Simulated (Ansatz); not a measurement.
# AlH3S (SMILES [AlH2][SH]): levels of theory compared

Wanted: a comparison of 6 runs (B3LYP/6-31G*, BLYP/def2-TZVP, PBE0/def2-TZVP, r2SCAN/def2-TZVP, wB97X/def2-TZVP, CCSD(T)/def2-TZVP) of AlH3S. 

Program for the calculation: Ansatz 0.2.0.

48 further runs of the same task are left out: 48 set aside as unsound or not needed.

## 1. The molecule

The species is AlH3S (5 atoms), meant as a singlet with charge 0. As SMILES, `[AlH2][SH]`. The Al1–H3 distance was set to 3.473 Å, away from the relaxed value. At this shape a bond of the SMILES string is far longer than usual.

Bond lengths: Al1–S2 2.181 Å, Al1–H4 1.581 Å, S2–H5 1.344 Å. Angles: Al1–S2–H5 93.7°, S2–Al1–H4 118.9°.

## 2. A single-point energy at B3LYP/6-31G(d) (Cartesian functions) (run 1)

Contents of molecule.yaml:

```yaml
crystal:
  periodic: [false, false, false]
  atoms:
    - {symbol: Al, position_ang: [1.022579, 0.638862, -0.821044]}
    - {symbol: S, position_ang: [2.767779, 0.359962, 0.457256]}
    - {symbol: H, position_ang: [-1.981700, -0.650100, 0.351100]}
    - {symbol: H, position_ang: [1.197579, 1.399062, -2.195744]}
    - {symbol: H, position_ang: [3.598379, 0.990862, -0.390344]}
basis:
  gaussian:
    orbitals: "6-31G*"
total_charge: 0
magnetization:
  spin_polarized: false
hamiltonian:
  xc: {name: B3LYP}
accuracy: high
output:
  orbitals: {seedname: orbitals}
```

Command:

```bash
$ ansatz run molecule.yaml --threads 1 --pin off --max-ram 3480MiB --events-out events.jsonl --progress --plain --runs-dir runs
```

The program printed:

```text
Warning: RAYON_NUM_THREADS=1 ignored (pool sized by the plan → 1); use --threads N
Functional definition: B3LYP
  name "B3LYP"
  parameter a0 = 0.2
  parameter ax = 0.72
  parameter ac = 0.81
  exchange = (1 - a0 - ax)*slater_x + ax*b88_x + a0*exact_x
  correlation = (1 - ac)*vwn_rpa_c + ac*lyp_c
845 factors; integrals over basis functions are off by at most 3.3e-9 eV
mean field evaluation 1: about -17474.9432 eV, gradient 2.2e1 eV
mean field evaluation 2: about -17466.1253 eV, gradient 3.4e1 eV
mean field evaluation 4: about -17477.9383 eV, gradient 3.4e0 eV
mean field evaluation 8: about -17477.9998 eV, gradient 2.2e-1 eV
mean field evaluation 16: about -17478.0002 eV, gradient 4.5e-5 eV
mean field -17478.00019277 eV, -642.3046600702 hartree, gradient 4.6e-8 eV, S^2 0.000000; 0 other end points of the search recorded, 0 dependent functions left out
reference -17478.00023193 eV, -642.3046615094 hartree; 16, 16 occupied and 28, 28 virtual orbitals, 845 factors
Total energy: -17478.00023193 eV, -642.3046615094 hartree
```

Run time: 2.6 s. Hardware: 1 thread of Arm Neoverse V1, shared host; peak memory 0.12 GiB.

## 3. A single-point energy at BLYP/def2-TZVP (run 2)

Contents of input.yaml:

```yaml
crystal:
  periodic: [false, false, false]
  atoms:
    - {symbol: Al, position_ang: [1.022579, 0.638862, -0.821044]}
    - {symbol: S, position_ang: [2.767779, 0.359962, 0.457256]}
    - {symbol: H, position_ang: [-1.981700, -0.650100, 0.351100]}
    - {symbol: H, position_ang: [1.197579, 1.399062, -2.195744]}
    - {symbol: H, position_ang: [3.598379, 0.990862, -0.390344]}
basis:
  gaussian:
    orbitals: def2-TZVP
hamiltonian:
  xc: {name: BLYP}
accuracy: high
output: {orbitals: {seedname: orbitals}}
```

Command:

```bash
$ ansatz run input.yaml --threads 1 --pin off --max-ram 3480MiB --events-out events.jsonl --progress --plain --runs-dir runs
```

The program printed:

```text
Warning: RAYON_NUM_THREADS=1 ignored (pool sized by the plan → 1); use --threads N
Functional definition: BLYP
  name "BLYP"
  parameter beta = 0.0042
  parameter a = 0.04918
  parameter b = 0.132
  parameter c = 0.2533
  parameter d = 0.349
  exchange = b88_x(beta = beta)
  correlation = lyp_c(a = a, b = b, c = c, d = d)
1534 factors; integrals over basis functions are off by at most 3.6e-9 eV
mean field evaluation 1: about -17473.5864 eV, gradient 3.0e1 eV
mean field evaluation 2: about -17458.9161 eV, gradient 5.9e1 eV
mean field evaluation 4: about -17474.2032 eV, gradient 2.1e1 eV
mean field evaluation 8: about -17476.9930 eV, gradient 1.3e1 eV
mean field evaluation 16: about -17478.7377 eV, gradient 1.2e-1 eV
mean field -17478.73789287 eV, -642.3317700490 hartree, gradient 2.5e-8 eV, S^2 0.000000; 0 other end points of the search recorded, 0 dependent functions left out
reference -17478.73794721 eV, -642.3317720457 hartree; 16, 16 occupied and 76, 76 virtual orbitals, 1534 factors
Total energy: -17478.73794721 eV, -642.3317720457 hartree
```

It took 5.4 s on 1 thread of Arm Neoverse V1, shared host; peak memory 0.18 GiB.

Runs 3 to 5 aren't shown in full; the table further down has their settings and results.

## 4. A single-point energy at CCSD(T)/def2-TZVP (run 6)

Contents of job.yaml:

```yaml
crystal:
  periodic: [false, false, false]
  atoms:
    - symbol: Al
      position_ang: [1.022579, 0.638862, -0.821044]
    - symbol: S
      position_ang: [2.767779, 0.359962, 0.457256]
    - symbol: H
      position_ang: [-1.981700, -0.650100, 0.351100]
    - symbol: H
      position_ang: [1.197579, 1.399062, -2.195744]
    - symbol: H
      position_ang: [3.598379, 0.990862, -0.390344]
basis:
  gaussian:
    orbitals: def2-TZVP
correlation:
  method: ccsd_t
  frozen_orbitals: {Al: 5, H: 0, S: 5}
accuracy: high
scf:
  omitted_lower_state_checks: [cluster_reference, increment]
```

Command:

```bash
$ ansatz run job.yaml --threads 1 --pin off --max-ram 3480MiB --events-out events.jsonl --progress --plain --runs-dir runs
```

The program printed, cut to the lines that bear on the results:

```text
Warning: RAYON_NUM_THREADS=1 ignored (pool sized by the plan → 1); use --threads N
Functional definition: HF
  name "HF"
[...]
1534 factors; integrals over basis functions are off by at most 3.6e-9 eV
[...]
mean field -17444.44216499 eV, -641.0714252956 hartree, gradient 2.1e-8 eV, S^2 0.000000; 1 other end points of the search recorded, 0 dependent functions left out; unrestricted orbitals would lower it
10 core orbitals not correlated: weight in the atoms' cores, before any rotation towards them, 1.000 or more for the frozen orbitals, at most 0.000 for the correlated occupied ones
reference -17444.44216499 eV, -641.0714252956 hartree; 6, 6 occupied and 76, 76 virtual orbitals, 1534 factors
second order -7.22761450 eV of doubles, -0.00000000 eV of singles
cycle   1  -7.94017939 eV  change    -1.1e0 eV  update   1.5e-1
[...]
cycle  28  -8.95753950 eV  change   9.8e-10 eV  update  8.7e-10
perturbative correction -0.51457854 eV, -0.0189104127 hartree
WARN: these amplitudes may be one of several solutions (largest doubles amplitude 0.51, level shift 1.20 eV)
Total energy: -17453.91428302 eV, -641.4195192131 hartree
Checks for a lower state left out: cluster_reference, increment
```

Wall time 10 s (1 thread of Arm Neoverse V1, shared host); peak memory 0.49 GiB.

## 5. All runs side by side

| run | level | Cartesian functions | frozen core orbitals | energy (Eh) | HOMO energy (eV) | LUMO energy (eV) | HOMO–LUMO gap (eV) | wall time |
| --- | --- | --- | --- | --- | --- | --- | --- | --- |
| 1 | B3LYP/6-31G* (Cartesian functions) | yes | – | -642.304662 | -5.96 | -3.63 | 2.33 | 2.6 s |
| 2 | BLYP/def2-TZVP | no | – | -642.331772 | -5.31 | -4.10 | 1.21 | 5.4 s |
| 3 | PBE0/def2-TZVP | no | – | -642.060412 | -6.16 | -3.57 | 2.59 | 5.4 s |
| 4 | r2SCAN/def2-TZVP | no | – | -642.265715 | -5.58 | -4.14 | 1.44 | 9.9 s |
| 5 | wB97X/def2-TZVP | no | – | -642.296616 | -8.02 | -1.80 | 6.22 | 21 s |
| 6 | CCSD(T)/def2-TZVP | no | 10 | -641.419519 | – | – | – | 10 s |

## 6. Outcome

| quantity | value |
| --- | --- |
| run 6: total energy | -641.41952 Eh |
| run 6: correlation energy (10 core orbitals frozen) | -348.1 mEh |
| run 6: (T) correction | -18.91 mEh |
| run 6: T1 diagnostic | 0.059 |

In words: Over runs 1, 2, 3, 4, 5 the HOMO–LUMO gap runs from 1.21 eV (BLYP/def2-TZVP) to 6.22 eV (wB97X/def2-TZVP). Totals of different functionals can't be ranked against each other. In run 6 the T1 diagnostic is large, so a single reference may not serve. In run 6 the log says that unrestricted orbitals would lower the reference, so the values rest on an unstable closed-shell determinant (other closed-shell runs at this shape may share the fault). All runs together took 55 s, the longest 21 s.
